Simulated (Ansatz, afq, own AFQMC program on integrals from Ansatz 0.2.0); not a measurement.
**Ag, doublet → Ag⁺, singlet**

A free Ag atom.

E(singlet, charge +1) − E(doublet, charge +0) at this geometry, on UHF and RHF determinants.

Basis def2-TZVPP with its core potentials. Only valence electrons are correlated. AFQMC by an in-house program on the Cholesky factors that Ansatz 0.2.0 writes for its CCSD(T) run. ph-AFQMC/CISD is guided by a CISD state made of CCSD amplitudes; releasing the constraint for a short imaginary time cuts its bias at the price of noise, slowly where states lie close. Uncertainties: one standard error, sampling alone. No spin–orbit coupling. The metal's outer-core s and p shells are frozen, which shifts wave-function levels against functionals. The errors of all members are added in quadrature.

No full CI on the walks' own integrals is used here; CCSDT(Q) serves as the reference and is uncertain by about the last step of the cluster series. Each member takes its own surest rung, up to full CI.

Errors are counted within def2-TZVPP, not against nature.

Cautions: no spin-orbit coupling; outer-core shells of the metal frozen.

Reference (CCSDT(Q)): 167.2 kcal/mol.

```tsv
level	vertical ionization energy (kcal/mol)	error against CCSDT(Q) (kcal/mol)
HF	146.6	-20.6
MP2	168.6	1.4
CCSD	165.7	-1.5
CCSD(T)	167.3	0.1
CCSDT	167.2	0.0
ph-AFQMC/CISD	167.2 ± 0.1	0.0 ± 0.1
released AFQMC	167.1 ± 0.2	-0.1 ± 0.2
```

Correlation beyond CCSD(T) takes off 0.1 kcal/mol. The perturbative (T) step is worth +1.6 kcal/mol.

A walk keeps the symmetry of its determinant, which the program's search chose and which needn't be the lowest solution, so a lower state of the same spin and another symmetry isn't excluded. Released energies are given only where the last usable release times agree within the noise; a slower fall can still hide under it.
